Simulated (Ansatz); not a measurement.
**SiCO (triplet): the correlation ladder, def2-TZVPP**

The task here is to estimate one member of a computed series from the others.

Computed with Ansatz 0.2.0, Gaussian basis. Level: def2-TZVPP, core rule «outside noble gas», up to 7 orbitals frozen.

Plan: UHF; ROHF; CCSD(T) on UHF.

2 further runs of the same task are left out: 2 set aside as unsound or not needed.

## What is computed

The geometry is a PBE0/def2-TZVP stationary point (not a proven minimum) of the parent state, kept for this charge and spin.

3 atoms, charge 0, spin multiplicity 3.

Atoms are counted from 1 here; the program's logs count them from 0.

Bond lengths: C1–Si2 1.831 Å, Si2–O3 1.514 Å. Angles: C1–Si2–O3 180.0°.

The first run:

Contents of in.yaml:

```yaml
crystal:
  periodic: [false, false, false]
  atoms:
    - {symbol: C, position_ang: [0.000000, 0.000000, -1.725733]}
    - {symbol: Si, position_ang: [0.000000, 0.000000, 0.105667]}
    - {symbol: O, position_ang: [0.000000, 0.000000, 1.620067]}
basis:
  gaussian: {orbitals: def2-TZVPP}
magnetization: {spin_polarized: true, initial_magnetization: 2}
hamiltonian: {xc: hf}
output: {orbitals: {seedname: orbitals}}
```

Command:

```bash
$ ansatz run in.yaml --threads 1 --pin off --events-out ev --progress --plain --max-ram 4096MiB --backend cpu
```

Among the steps run: UHF; ROHF; CCSD(T) on UHF.

One table of the session follows, with a row left open; its other results are not shown here.

| method | from UCCSD(T) (kJ/mol) |
| --- | --- |
| ROHF | +1276.4 |
| UHF | +1264.3 |
| UMP2 | ? |
| UCCSD | +69.4 |
| UCCSD(T) | 0 |

Q: Estimate the row for UMP2 from the others.

As computed: from UCCSD(T) (kJ/mol): +104.2. In the column «from UCCSD(T) (kJ/mol)» it lies between UCCSD (+69.4) and UHF (+1264.3).
